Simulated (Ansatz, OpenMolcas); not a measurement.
**How methods differ on CHP (methylidynephosphane)**

The species is CHP (3 atoms), meant as a singlet with charge 0. As SMILES, `C#P`. The shape is that of a GFN2-xTB optimisation.

```xyz
3

C    -0.1371    0.0598   -0.0664
P     1.1492   -0.5127    0.5742
H    -1.0121    0.4528   -0.5078
```

Quantity: the energy change with the C1–P2 bond stretched from 1.547 to 3.867 Å, in eV. The values are calculated.

```json
{"level": "HF/STO-3G (restricted)", "kind": "Hartree–Fock", "program": "Ansatz", "value (eV)": "13.65", "less FCI/STO-3G": "+5.91", "CPU time (all runs)": "0.39 s"}
{"level": "PBE/STO-3G (restricted)", "kind": "GGA", "program": "Ansatz", "value (eV)": "12.62", "less FCI/STO-3G": "+4.88", "CPU time (all runs)": "3.7 s"}
{"level": "revPBE/STO-3G (restricted)", "kind": "GGA", "program": "Ansatz", "value (eV)": "12.35", "less FCI/STO-3G": "+4.61", "CPU time (all runs)": "3.5 s"}
{"level": "r2SCAN/STO-3G (restricted)", "kind": "meta-GGA", "program": "Ansatz", "value (eV)": "13.09", "less FCI/STO-3G": "+5.35", "CPU time (all runs)": "6.3 s"}
{"level": "BHLYP/STO-3G (restricted)", "kind": "global hybrid", "program": "Ansatz", "value (eV)": "13.40", "less FCI/STO-3G": "+5.66", "CPU time (all runs)": "7 s"}
{"level": "HSE06/STO-3G (restricted)", "kind": "range-separated hybrid", "program": "Ansatz", "value (eV)": "13.43", "less FCI/STO-3G": "+5.69", "CPU time (all runs)": "9.3 s"}
{"level": "MP2/STO-3G (unrestricted)", "kind": "perturbation theory", "program": "Ansatz", "value (eV)": "7.81", "less FCI/STO-3G": "+0.07", "CPU time (all runs)": "0.48 s"}
{"level": "CASPT2(4,4)/STO-3G", "kind": "multireference", "program": "OpenMolcas", "value (eV)": "10.44", "less FCI/STO-3G": "+2.70", "CPU time (all runs)": "3.3 s"}
{"level": "CCSD(T)/STO-3G (restricted)", "kind": "coupled cluster or CI", "program": "Ansatz", "value (eV)": "10.27", "less FCI/STO-3G": "+2.53", "CPU time (all runs)": "0.98 s"}
{"level": "FCI/STO-3G", "kind": "exact in the basis", "program": "OpenMolcas", "value (eV)": "7.74", "less FCI/STO-3G": "0.00", "CPU time (all runs)": "6.1 s"}
```

FCI/STO-3G is exact within its basis and frozen core, so for wave-function methods in that basis the difference is their error; functionals converge differently with the basis, so for them it is only a difference. A spin-restricted reference rises too steeply as a bond breaks; here HF/STO-3G, PBE/STO-3G, revPBE/STO-3G, r2SCAN/STO-3G, BHLYP/STO-3G, HSE06/STO-3G, CCSD(T)/STO-3G lie well above the multireference or unrestricted value. The first shape isn't each level's own minimum. The values span 7.74 to 13.65 eV. Spin contamination of the reference (⟨S²⟩ at least 0.1 too high) touches MP2/STO-3G. All rows use very small basis sets, so none should be taken for the real molecule's value. In so small a basis fixed costs decide the times, and correlated methods can beat functionals. Times are those of the runs behind each value, whatever else they computed, on shared processors of several kinds: orders of magnitude only.
